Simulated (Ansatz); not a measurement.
Ideal-gas functions of C2H3ClO, SMILES `C=C(O)Cl` at 800 K and 1 bar, from an Ansatz frequency run at PBE0-D4/def2-TZVP.

Molar mass 78.5 g/mol, point group Cs (symmetry number 1), electronic degeneracy 1, moments of inertia 47.227, 97.58, 144.807 u Å². Harmonic wavenumbers (cm⁻¹, unscaled): 341, 387, 446, 568, 703, 705, 803, 983, 1149, 1350, 1426, 1711, 3182, 3295, 3831.

Use S(trans) = R[1.5 ln M + 2.5 ln T − 1.1517]; rotational temperatures θ = 24.2544 K / I; S(rot) = R[ln(√π/σ · √(T³/θAθBθC)) + 1.5]; for each mode x = 1.438777 ν̃/T, S = R[x/(eˣ − 1) − ln(1 − e⁻ˣ)] and H = RT x/(eˣ − 1); 1 cm⁻¹ = 0.0119627 kJ/mol; R = 8.31446 J/(mol·K).

Question: By hand: the entropy, in J/(mol·K).

Answer: Translation 183.8. Rotation: θ = 0.5136, 0.2486, 0.1675 K, giving 116.6. Vibration, mode by mode: 12.51, 11.49, 10.37, 8.49, 6.90, 6.88, 5.95, 4.58, 3.62, 2.72, 2.44, 1.63, 0.18, 0.15, 0.07, in all 78.0. Electronic 0.0. Sum 378.4 J/(mol·K).

Question: By hand: H − E and G − E in kJ/mol, counted from the electronic energy.

Answer: Zero-point energy ½ × 20880 × 0.0119627 = 124.9; thermal vibration 35.8; translation, rotation and pV give 4 RT = 26.6. H − E = 187.3 kJ/mol, and G − E = 187.3 − 800 × 378.4/1000 = -115.4 kJ/mol.

Vibration gives 21 % of the entropy. The sum counts one conformer and one mirror image; others add a mixing term.
